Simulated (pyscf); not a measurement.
This saddle point was located with ωB97X-D3(BJ)/def2-SVP in PySCF.

```xyz
10

F     -0.9235    -0.4049     1.8016
Si    -1.3943    -0.5482     0.2523
O     -0.9573     0.8609    -0.7682
H     -2.7941    -0.0089     0.3875
H     -1.6119    -1.8805    -0.3483
H     -1.6023     1.5790    -0.7666
H      1.0887    -0.0756    -0.4885
F      0.4582    -0.9515    -0.1146
H      0.1655     1.1033    -0.9395
F      1.3364     0.9537    -0.9233
```

Surface: singlet, charge 0. Lowest wavenumbers (cm⁻¹): 795i, 50, 183, 285, 384.

Problem. Which two sides does it connect, and which bonds change?

Solution. `[OH][SiH2][F]` + `[FH]` + `[FH]` ⇌ `[F][SiH2][F]` + `[OH2]` + `[FH]`, a multi-bond step read from left to right: O–Si, F–H, F–H broken and F–Si, H–O, F–H formed. At ωB97M-D3(BJ)/def2-TZVP it lies -2.3 kcal/mol from the left side and +7.0 kcal/mol from the right (each side as separated species at their lowest minima found). On the reactant side the descent ends in a bound adduct, 15.8 kcal/mol under the separated species and 13.8 kcal/mol under the saddle at ωB97X-D3(BJ)/def2-TZVP. On the product side the descent ends in a bound adduct (not fully relaxed), 11.5 kcal/mol under the separated species and 18.5 kcal/mol under the saddle at ωB97X-D3(BJ)/def2-TZVP. At ωB97M-D3(BJ) the saddle lies under the separated reactants, which points to a path from their complex (located at ωB97X-D3(BJ) alone). This is the saddle that the search found; another between the same sides may lie lower.
